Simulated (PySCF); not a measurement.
# B3LYP/6-31G(d) (spherical functions, preoptimised minimum) run of C3H2O (2-cyclopropen-1-one)

We compute an optimisation with harmonic vibrations of C3H2O (2-cyclopropen-1-one). 

Program for the calculation: PySCF 2.14.0.

## 1. The molecule

C3H2O: 6 atoms, total charge 0, spin state singlet. SMILES: `O=c1cc1`. The coordinates come from a PBE0-D4/def2-TZVP symmetrised relaxation. The run starts from this shape.

Bond lengths: O1–C2 1.196 Å, C2–C3 1.424 Å, C2–C4 1.424 Å, C3–C4 1.339 Å, C3–H5 1.083 Å, C4–H6 1.083 Å. Angles: O1–C2–C3 152.0°, O1–C2–C4 152.0°, C3–C2–C4 56.1°, C2–C3–C4 62.0°, C2–C4–C3 62.0°, C2–C3–H5 154.0°, C4–C3–H5 144.1°, C2–C4–H6 154.0°, C3–C4–H6 144.1°.

## 2. An optimisation with harmonic vibrations at B3LYP/6-31G(d) (spherical functions, preoptimised minimum)

input.py

```python
# 2-cyclopropen-1-one
import numpy
from pyscf import gto, dft, symm
from pyscf.hessian import thermo
from pyscf.geomopt.geometric_solver import kernel as optimise

system = gto.M(
    atom='''
O     -0.026377    -2.528032     1.157289
C     -0.004928    -0.472331     0.216224
C      1.123561     1.421751    -1.325987
C     -1.088363     1.951864    -0.218394
H      2.583575     2.165972    -2.551024
H     -2.525602     3.390471     0.007383
''',
    unit='bohr',
    basis='6-31g*',
    verbose=3,
    spin=0,
    charge=0,
    max_memory=1860,
)

mf = dft.RKS(system, xc='b3lyp')
mf.conv_tol = 1e-10
mf.grids.level = 4
converged, mol_eq = optimise(mf, maxsteps=80)
print('converged:', converged)
print(mol_eq.tostring())

mf.reset(mol_eq)
system = mol_eq
mf.kernel()
etot = mf.e_tot
print('Final energy', etot)
hess = mf.Hessian().kernel()
modes = thermo.harmonic_analysis(system, hess)
print('frequencies (1/cm)', numpy.round(modes['freq_wavenumber'], 1))
symm.geom.TOLERANCE = 1e-3  # for the symmetry number
th = thermo.thermo(mf, modes['freq_au'], 298.15, 101325)
thermo.dump_thermo(system, th)
```

Launch:

```sh
$ OMP_NUM_THREADS=1 python input.py
```

Q: Predict the results. Wanted: total energy; dipole moment; HOMO energy; LUMO energy; HOMO–LUMO gap; lowest harmonic wavenumber; highest harmonic wavenumber; zero-point energy; ideal-gas entropy at 298.15 K.

**Answer.** As computed:

Level: B3LYP/6-31G* (spherical functions, preoptimised minimum).

```
                                                 quantity             value
                                             total energy     -190.63831 Eh
                                            dipole moment            4.00 D
                                              HOMO energy          -6.46 eV
                                              LUMO energy          -0.99 eV
                                            HOMO–LUMO gap           5.46 eV
                               lowest harmonic wavenumber          471 cm⁻¹
                              highest harmonic wavenumber         3243 cm⁻¹
                                        zero-point energy       99.5 kJ/mol
ideal-gas entropy at 298.15 K (symmetry number 2 as used)  61.5 cal/(mol K)
```

**Reading.** At the final geometry: Bond lengths: O1–C2 1.208 Å, C2–C3 1.436 Å, C2–C4 1.436 Å, C3–C4 1.346 Å, C3–H5 1.086 Å, C4–H6 1.086 Å. Angles: O1–C2–C3 152.1°, O1–C2–C4 152.1°, C3–C2–C4 55.9°, C2–C3–C4 62.1°, C2–C4–C3 62.1°, C2–C3–H5 153.8°, C4–C3–H5 144.1°, C2–C4–H6 153.8°, C3–C4–H6 144.1°. All 12 modes are real, so the shape is a minimum at this level. Mulliken charges run from -0.40 on O1 to +0.32 on C2.
